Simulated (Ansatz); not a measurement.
Results of Hartree–Fock in Ansatz (PAW) for zinc-blende MgTe (metastable phase).

Numerical settings: plane-wave cutoff 460 eV, 8×8×8 k mesh, Fermi–Dirac smearing 0.01 eV, scalar-relativistic PAW data made under PBE.

The cell is scaled about its equilibrium volume:

| V (Å³/atom) | P (GPa) | direct gap at Γ (eV) |
|---|---|---|
| 33.531 | 2.44 | 9.045 |
| 34.686 | 0.97 | 8.833 |
| 35.555 | 0.02 | 8.680 |
| 36.465 | -0.86 | 8.526 |
| 37.354 | -1.62 | 8.381 |

A straight line through the gaps at Γ against ln V gives a volume deformation potential dE_g(Γ)/d ln V of -6.2 eV: the gap at Γ widens under compression.

Measured, for comparison: band gap 3.67 eV (2 K, zero-point motion not removed; as tabulated in arXiv:1206.3780).

Spin–orbit coupling is not included; with these elements it can move the gap by several tenths of an eV or more.

Ansatz is a quantum-chemistry and plane-wave program.
